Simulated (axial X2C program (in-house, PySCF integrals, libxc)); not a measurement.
# Bond lengths and stretching modes, held linear, of OBO²⁺

Computed with an in-house all-electron X2C program for linear molecules (integrals from PySCF): two-component X2C with atomic mean-field Coulomb and Gaunt terms, Gaussian nuclei, basis O dyall-av3z, B dyall-v3z with contracted cores. Spin-free rows use the one-electron spin-free X2C Hamiltonian.

Masses O 15.995, B 11.009, O 15.995 u. States: 2c Ω = 5/2 (beyond evenly filled blocks: ω = -1/2, 2 × ω = 3/2); spin-free M_S = 3/2, Λ = 1 (beyond evenly filled blocks: 2 × π+α, π+β, 2 × π-α).

PBE0, spin-free: energies above the lowest point

| r(O–B) (Å) | r(B–O) (Å) | E (meV) |
| --- | --- | --- |
| 1.3465 | 1.3465 | 54.20 |
| 1.3465 | 1.3810 | 17.73 |
| 1.3465 | 1.4155 | 10.02 |
| 1.3810 | 1.3465 | 17.73 |
| 1.3810 | 1.3810 | 0.00 |
| 1.3810 | 1.4155 | 10.24 |
| 1.3810 | 1.4501 | 41.69 |
| 1.4155 | 1.3465 | 10.02 |
| 1.4155 | 1.3810 | 10.24 |
| 1.4155 | 1.4155 | 37.89 |
| 1.4501 | 1.3810 | 41.69 |
| 1.4501 | 1.4501 | 150.42 |

Fit a quadratic surface with cubic terms in each bond: where is the minimum, and what are the two stretching wavenumbers?

At PBE0, spin-free: bonds 1.383 and 1.383 Å; harmonic stretches 741.3 and 797.1 cm⁻¹; force constants 3.66, 3.66 and coupling 2.33 mdyn/Å.

The other levels and Hamiltonians give:

| Hamiltonian | level | r(O–B) (Å) | r(B–O) (Å) | lower stretch (cm⁻¹) | upper stretch (cm⁻¹) |
| --- | --- | --- | --- | --- | --- |
| 2c | PBE0 | 1.383 | 1.383 | 739.8 | 797.1 |
| 2c | TPSSh | 1.392 | 1.392 | 782.8 | 939.8 |
| spin-free | TPSSh | 1.392 | 1.392 | 782.8 | 940.3 |

Each state is one determinant, the lowest of a limited PBE0 search; the stretches come from a fit to these few points and carry an uncertainty of a few per cent. Other orders of the atoms were not compared. Left out for rough or failed fits: HF 2c, MP2 2c, HF spin-free, MP2 spin-free. A multiply charged ion may be only metastable. The molecule was held linear; bending was not examined, so a bent shape may lie lower. Note: functional without a current term on a determinant with orbital currents, of the molecule or an atom. Note: several unpaired electrons, one determinant need not be a pure state.
